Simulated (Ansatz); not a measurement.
# Si2H3 (doublet): the correlation ladder, cc-pVDZ

The task here is to estimate one member of a computed series from the others.

The runs use Ansatz 0.2.0, Gaussian basis; cc-pVDZ, core rule «outside noble gas», up to 10 orbitals frozen.

To be run: UHF; CCSD(T) on ROHF; CCSD(T) on UHF; BCCD(T) on ROHF; CISD; CCSDT(Q) on ROHF; CCSDT(Q) on UHF.

20 further runs of the same task are left out: 9 that didn't finish, 11 set aside as unsound or not needed.

## The system

The geometry is a PBE0/def2-TZVP stationary point (not a proven minimum).

5 atoms, charge 0, spin multiplicity 2.

Atoms are counted from 1 here; the program's logs count them from 0.

Bond lengths: Si1–Si2 2.368 Å, Si1–H3 1.491 Å, Si1–H4 1.501 Å, Si1–H5 1.491 Å. Angles: Si2–Si1–H3 116.7°, Si2–Si1–H4 99.3°, Si2–Si1–H5 116.7°, H3–Si1–H4 107.5°, H3–Si1–H5 108.0°, H4–Si1–H5 107.5°.

The first run:

in.yaml reads:

```yaml
crystal:
  periodic: [false, false, false]
  atoms:
    - {symbol: Si, position_ang: [0.005068, 0.000000, 1.096519]}
    - {symbol: Si, position_ang: [0.007092, 0.000000, -1.271468]}
    - {symbol: H, position_ang: [0.568683, 1.206193, 1.768182]}
    - {symbol: H, position_ang: [-1.476221, -0.000005, 1.338443]}
    - {symbol: H, position_ang: [0.568691, -1.206189, 1.768182]}
basis:
  gaussian: {orbitals: cc-pVDZ}
magnetization: {spin_polarized: true, initial_magnetization: 1}
hamiltonian: {xc: hf}
output: {orbitals: {seedname: orbitals}}
```

On the command line:

```sh
ansatz run in.yaml --threads 1 --pin off --events-out ev --progress --plain --max-ram 2393MiB
```

Among the steps run: UHF; CCSD(T) on ROHF; CCSD(T) on UHF; BCCD(T) on ROHF; CISD; CCSDT(Q) on ROHF; CCSDT(Q) on UHF.

One of the session's tables, all rows but one given; the rest of the session is left out.

```
   method  from UCCSDT(Q) (meV)
     ROHF               +5979.9
      UHF               +5851.2
     RMP2               +1405.8
     UMP2               +1505.7
     CISD                +713.2
    RCCSD                     ?
    UCCSD                +197.5
 RCCSD(T)                 +41.6
 UCCSD(T)                 +44.2
  BCCD(T)                 +41.3
   RCCSDT                  +7.4
   UCCSDT                  +7.7
RCCSDT(Q)                  +0.3
UCCSDT(Q)                     0
```

Q: Estimate the row for RCCSD from the others.

The run gave: from UCCSDT(Q) (meV): +195.3. In the column «from UCCSDT(Q) (meV)» it lies between UCCSD(T) (+44.2) and UCCSD (+197.5).

With the free atoms at the same levels and basis (separate runs), the atomisation energy is 11.267 eV at UCCSDT(Q), 11.251 eV at RCCSD(T), 11.246 eV at UCCSD(T), 9.047 eV at ROHF.

To keep in mind: Restricted and unrestricted rows rest on different reference determinants; where their highest levels disagree by more than a few hundredths of an eV, they describe different states and don't form one ladder.
